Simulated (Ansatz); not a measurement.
# C7H16: up Jacob's ladder to CCSD(T)

One table from this session's results is given with a row withheld; the runs are named, their logs left out.

Method: functionals in def2-TZVPP, the program's frozen cores in correlated methods; program: Ansatz 0.2.0, Gaussian basis.

Plan: LDA (SPW92), PBE-D4, revPBE-D4, BLYP-D4, r2SCAN-D4, B97M-V, PBE0-D4, B3LYP-D4, r2SCANh-D4, r2SCAN0-D4, HSE06-D4, BHLYP-D4, CAM-B3LYP-D4, LC-ωPBE, ωB97X-V, ωB97M-V, B2PLYP, PBE-QIDH; CCSD(T)/def2-SVP; CCSD(T)/def2-TZVPP; MP2/def2-QZVPP; extrapolation to the limit; RPA on PBE.

1 further run of the same task is left out (it didn't finish).

## The geometry

An earlier PBE0-D4 in a triple-zeta def2 set relaxation fixed the geometry.

SMILES `CCC(C)(C)CC`, 23 atoms, charge 0, spin multiplicity 1.

Atoms are counted from 1 here; the program's logs count them from 0.

Bond lengths: C1–C2 1.520 Å, C1–H8 1.092 Å, C1–H9 1.092 Å, C1–H10 1.093 Å, C2–C3 1.536 Å, C2–H11 1.095 Å, C2–H12 1.096 Å, C3–C4 1.527 Å, C3–C5 1.527 Å, C3–C6 1.536 Å, C4–H13 1.093 Å, C4–H14 1.094 Å, C4–H15 1.094 Å, C5–H16 1.094 Å, C5–H17 1.093 Å, C5–H18 1.094 Å, C6–C7 1.520 Å, C6–H19 1.095 Å and more. Angles: C2–C1–H8 112.0°, C2–C1–H9 110.5°, C2–C1–H10 111.9°, H8–C1–H9 107.3°, H8–C1–H10 107.6°, H9–C1–H10 107.3°, C1–C2–C3 116.2°, C1–C2–H11 109.1°, C1–C2–H12 109.2°, C3–C2–H11 108.6°, C3–C2–H12 107.6°, H11–C2–H12 105.6°, C2–C3–C4 108.1°, C2–C3–C5 110.2°, C2–C3–C6 111.9°, C4–C3–C5 108.3°, C4–C3–C6 110.2°, C5–C3–C6 108.1° and more.

Set-up of the first run:

The input, in.yaml:

```yaml
crystal:
  periodic: [false, false, false]
  atoms:
    - {symbol: C, position_ang: [-0.718303, 1.219772, 1.717439]}
    - {symbol: C, position_ang: [0.483690, 0.530542, 1.093610]}
    - {symbol: C, position_ang: [0.360121, 0.166094, -0.393763]}
    - {symbol: C, position_ang: [1.632355, -0.569324, -0.808816]}
    - {symbol: C, position_ang: [0.240141, 1.432236, -1.238841]}
    - {symbol: C, position_ang: [-0.872350, -0.709015, -0.668442]}
    - {symbol: C, position_ang: [-0.970561, -1.998591, 0.129275]}
    - {symbol: H, position_ang: [-0.961885, 2.155816, 1.209740]}
    - {symbol: H, position_ang: [-0.521485, 1.460128, 2.764789]}
    - {symbol: H, position_ang: [-1.609502, 0.588010, 1.691734]}
    - {symbol: H, position_ang: [0.708892, -0.379755, 1.659694]}
    - {symbol: H, position_ang: [1.365430, 1.172468, 1.206054]}
    - {symbol: H, position_ang: [1.794779, -1.469294, -0.210875]}
    - {symbol: H, position_ang: [2.508051, 0.072867, -0.678634]}
    - {symbol: H, position_ang: [1.589006, -0.865923, -1.860847]}
    - {symbol: H, position_ang: [1.089770, 2.099890, -1.068616]}
    - {symbol: H, position_ang: [-0.674558, 1.985864, -1.013674]}
    - {symbol: H, position_ang: [0.218776, 1.183656, -2.303714]}
    - {symbol: H, position_ang: [-1.772860, -0.110150, -0.494501]}
    - {symbol: H, position_ang: [-0.879216, -0.946317, -1.738869]}
    - {symbol: H, position_ang: [-1.035030, -1.809717, 1.203614]}
    - {symbol: H, position_ang: [-1.864337, -2.558445, -0.155633]}
    - {symbol: H, position_ang: [-0.110925, -2.650802, -0.040736]}
basis:
  gaussian: {orbitals: def2-TZVPP}
hamiltonian: {xc: lda}
output: {orbitals: {seedname: orbitals}}
```

Among the steps run: LDA; PBE-D4 (GGA); revPBE-D4 (GGA); BLYP-D4 (GGA); r2SCAN-D4 (meta-GGA); B97M-V (meta-GGA); PBE0-D4 (hybrid); B3LYP-D4 (hybrid); r2SCANh-D4 (hybrid); r2SCAN0-D4 (hybrid); HSE06-D4 (hybrid); BHLYP-D4 (hybrid); CAM-B3LYP-D4 (range-separated); LC-ωPBE-D4 (range-separated; the results give it without D4); ωB97X-V (range-separated); ωB97M-V (range-separated); B2PLYP (double hybrid); PBE-QIDH (double hybrid).

One table of the session follows, with a row left open; its other results are not shown here.

It belongs to the step «Orbital energies across the functionals». 

```
  functional  HOMO (eV)  LUMO (eV)  gap (eV)
 LDA (SPW92)      -7.24       0.07      7.31
      PBE-D4          ?          ?         ?
   revPBE-D4      -7.12       0.39      7.51
     BLYP-D4      -7.09       0.29      7.38
   r2SCAN-D4      -7.41       0.95      8.36
      B97M-V      -7.58       0.36      7.94
     PBE0-D4      -8.48       1.07      9.55
    B3LYP-D4      -8.30       0.75      9.06
  r2SCANh-D4      -7.90       1.18      9.09
  r2SCAN0-D4      -8.64       1.51     10.15
    HSE06-D4      -8.08       0.70      8.78
    BHLYP-D4      -9.77       1.69     11.45
CAM-B3LYP-D4      -9.89       1.84     11.73
     LC-ωPBE     -11.19       3.14     14.34
     ωB97X-V     -10.88       2.90     13.78
     ωB97M-V     -10.77       2.50     13.26
```

Estimate the missing values for PBE-D4.

As computed: HOMO (eV): -7.16; LUMO (eV): 0.28; gap (eV): 7.44. In the column «HOMO (eV)» it lies between LDA (SPW92) (-7.24) and revPBE-D4 (-7.12).
